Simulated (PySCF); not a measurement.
Which level of theory gave which numbers?

Species: 3-butynenitrile, C₄H₃N.
Geometry (PBE0-D3(BJ)/def2-SVP, Å), atoms numbered from 1 in this order:
```
atom  x, y, z in Å
C1     1.966   -0.346   -0.263
C2     0.780   -0.318   -0.033
C3    -0.652   -0.295    0.250
C4    -1.300    0.965   -0.119
N5    -1.828    1.953   -0.404
H6     3.021   -0.372   -0.468
H7    -0.829   -0.472    1.325
H8    -1.158   -1.115   -0.288
```

The closed-shell ground state was solved 6 times with PySCF (density fitting, gas phase), always in the pcJ-1 basis (165 functions), with these functionals: B3LYP, BHandHLYP, CAM-B3LYP, HF, KT2 and PBE0.

| row | total energy (Eh) | HOMO (eV) | LUMO (eV) | dipole (D) |
| --- | --- | --- | --- | --- |
| P | -212.5949 | -7.23 | -0.96 | 3.58 |
| Q | -208.7587 | -9.60 | 1.15 | 3.82 |
| R | -208.8971 | -8.25 | -0.17 | 3.70 |
| S | -208.6337 | -8.51 | 0.07 | 3.72 |
| T | -207.5814 | -11.31 | 3.58 | 4.00 |
| U | -208.7804 | -9.87 | 1.22 | 3.74 |

Question: Which functional belongs to which row?

Answer: P = KT2, Q = BHandHLYP, R = B3LYP, S = PBE0, T = HF, U = CAM-B3LYP. By rising HOMO–LUMO gap: KT2 (GGA) 6.27 eV; B3LYP (global hybrid, 20 % exact exchange) 8.08 eV; PBE0 (global hybrid, 25 % exact exchange) 8.58 eV; BHandHLYP (global hybrid, 50 % exact exchange) 10.75 eV; CAM-B3LYP (range-separated hybrid) 11.09 eV; HF (all exact exchange) 14.89 eV. Total energies of different functionals aren't bounds to one another; each is stationary for its own functional.
